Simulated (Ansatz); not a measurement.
# Molecular dynamics of C3H6FNO

Input file:

```yaml
crystal:
  periodic: [false, false, false]
  atoms:
    - { symbol: C, position_ang: [-1.195123, -0.670987, 0.455647] }
    - { symbol: "N", position_ang: [-0.37767, 0.089724, -0.550972] }
    - { symbol: C, position_ang: [1.011637, -0.49815, -0.761101] }
    - { symbol: O, position_ang: [1.662472, 0.783686, -0.414173] }
    - { symbol: C, position_ang: [0.358603, 1.295235, 0.060135] }
    - { symbol: F, position_ang: [0.302232, 1.395295, 1.438805] }
    - { symbol: H, position_ang: [-0.662855, -0.867974, 1.404308] }
    - { symbol: H, position_ang: [-1.486823, -1.630678, 0.003265] }
    - { symbol: H, position_ang: [-2.106071, -0.093097, 0.673518] }
    - { symbol: H, position_ang: [1.209965, -0.813156, -1.808702] }
    - { symbol: H, position_ang: [1.283689, -1.328247, -0.067471] }
    - { symbol: H, position_ang: [0.076945, 2.282949, -0.399158] }
magnetization:
  spin_polarized: true
basis:
  gaussian: { orbitals: STO-3G }
hamiltonian:
  xc: pbe0
  dispersion: d4
md:
  timestep: 2.5
  n_steps: 40
  ensemble: nvt_nose_hoover
  temperature: 3000.0
  initial_velocities: maxwell_boltzmann
  seed: 583503
  nose_hoover: { tau: 20.0, chain_length: 3 }
```

Command:

```bash
$ ansatz run input.yaml --threads 1 --pin off --max-ram 2048MiB --backend cpu --events-out ev --progress --plain --runs-dir out
```

It starts from a relaxed structure.

Output, in part (step lines, the closing report, with atoms numbered from 0):

```
md step     0: t =     0.00 fs  T =  3000.0 K  F+E_penalty+E_count = -9327.23823127 eV  E_kin = 3.877800 eV  conserved = -9323.36043130 eV  (25 SCF iters)
[... lines left out ...]
Total energy: -9312.60951269 eV, -342.2320872778 hartree
Atom 0 at    -1.498950    -1.044422     0.178207 Å, force    -1.535857     0.609919    -0.773300 eV/Å
Atom 1 at    -0.135037    -0.451237     0.061001 Å, force    -0.260816     2.162301     0.490824 eV/Å
Atom 2 at     0.753335    -0.492582    -1.038211 Å, force     0.767844    -1.912585    -1.044541 eV/Å
Atom 3 at     1.534961     0.578916    -0.523316 Å, force     0.388004     1.328787     0.381818 eV/Å
Atom 4 at     0.386078     0.988377     0.286522 Å, force    -2.587913    -1.054454     2.323246 eV/Å
Atom 5 at     0.167570     1.553970     1.548802 Å, force     1.430620    -0.681392    -1.870055 eV/Å
Atom 6 at    -1.425342    -2.062221     0.583179 Å, force     0.192099    -0.246220     0.037244 eV/Å
Atom 7 at    -2.007296    -1.108789    -0.844739 Å, force     0.621003     0.170498     1.349727 eV/Å
Atom 8 at    -2.163541    -0.458935     0.890153 Å, force     0.985505    -0.377767    -0.894565 eV/Å
Atom 9 at     3.355015    -2.273185    -6.711207 Å, force    -0.000098     0.000076     0.000225 eV/Å
Atom 10 at     1.301353    -4.978331     3.185438 Å, force    -0.000393     0.000839    -0.000621 eV/Å
Atom 11 at     6.815765    24.247644    -2.231493 Å, force     0.000001    -0.000002    -0.000003 eV/Å
Dipole moment:    -0.461391     0.085906     0.356291 e Å
```

The steps, from the saved trajectory:

| time (fs) | T (K) | potential energy less start (eV) | conserved less start (meV/atom) |
| --- | --- | --- | --- |
| 0.0 | 3000 | 0.000 | 0.00 |
| 2.5 | 1766 | 2.418 | 68.23 |
| 5.0 | 1451 | 2.568 | 44.60 |
| 7.5 | 905 | 4.404 | 135.03 |
| 10.0 | 2219 | 3.053 | 155.04 |
| 12.5 | 2034 | 3.679 | 172.78 |
| 15.0 | 2880 | 1.643 | 74.60 |
| 17.5 | 3092 | 6.179 | 450.82 |
| 20.0 | 7383 | 10.183 | 1210.12 |
| 22.5 | 3543 | 14.860 | 1166.68 |
| 25.0 | 3533 | 14.499 | 1128.47 |
| 27.5 | 4869 | 12.611 | 1110.47 |
| 30.0 | 15672 | 22.149 | 3104.48 |
| 32.5 | 65825 | 16.821 | 9335.24 |
| 35.0 | 40366 | 17.430 | 9300.70 |
| 37.5 | 27525 | 18.398 | 9302.63 |
| 40.0 | 19160 | 17.462 | 9286.57 |
| 42.5 | 13699 | 16.345 | 9274.37 |
| 45.0 | 9655 | 16.504 | 9289.37 |
| 47.5 | 6953 | 16.657 | 9292.15 |
| 50.0 | 5269 | 16.587 | 9291.25 |
| 52.5 | 4227 | 16.363 | 9290.78 |
| 55.0 | 3524 | 16.023 | 9282.97 |
| 57.5 | 2913 | 15.960 | 9284.16 |
| 60.0 | 2485 | 15.840 | 9282.61 |
| 62.5 | 2283 | 15.553 | 9280.13 |
| 65.0 | 2242 | 15.135 | 9277.63 |
| 67.5 | 2128 | 14.873 | 9275.49 |
| 70.0 | 1851 | 14.945 | 9277.60 |
| 72.5 | 1647 | 14.987 | 9279.03 |
| 75.0 | 1664 | 14.761 | 9278.02 |
| 77.5 | 1741 | 14.465 | 9275.35 |
| 80.0 | 1637 | 14.500 | 9278.05 |
| 82.5 | 1483 | 14.597 | 9277.33 |
| 85.0 | 1390 | 14.662 | 9277.59 |
| 87.5 | 1338 | 14.708 | 9277.77 |
| 90.0 | 1287 | 14.753 | 9275.64 |
| 92.5 | 1221 | 14.907 | 9278.41 |
| 95.0 | 1278 | 14.875 | 9276.59 |
| 97.5 | 1433 | 14.802 | 9278.70 |
| 100.0 | 1672 | 14.629 | 9277.74 |

The run went to its last step. The conserved energy changed by up to 9300 meV per atom, so the integration failed: the time step of 2.5 fs is too long for the fastest motions that this run met, and the later frames carry no physical meaning.

Parted: C3–H10 1.11 → 6.49 Å, C3–H11 1.12 → 6.19 Å, C5–H12 1.13 → 24.26 Å. It ends as C3H3FNO + H + H + H. Pairs count as bonded within 1.25 times the sum of covalent radii (0.12 Å more for H–H).

Last frame:

```xyz
12
Properties=species:S:1:pos:R:3
C -1.499 -1.044 0.178
N -0.135 -0.451 0.061
C 0.753 -0.493 -1.038
O 1.535 0.579 -0.523
C 0.386 0.988 0.286
F 0.168 1.554 1.549
H -1.425 -2.062 0.583
H -2.007 -1.109 -0.845
H -2.163 -0.459 0.890
H 3.355 -2.273 -6.711
H 1.301 -4.978 3.185
H 6.816 24.248 -2.232
```

Time of the run: 2.9 min on 1 thread of Arm Neoverse V1 (shared host), peak memory 0.15 GiB.
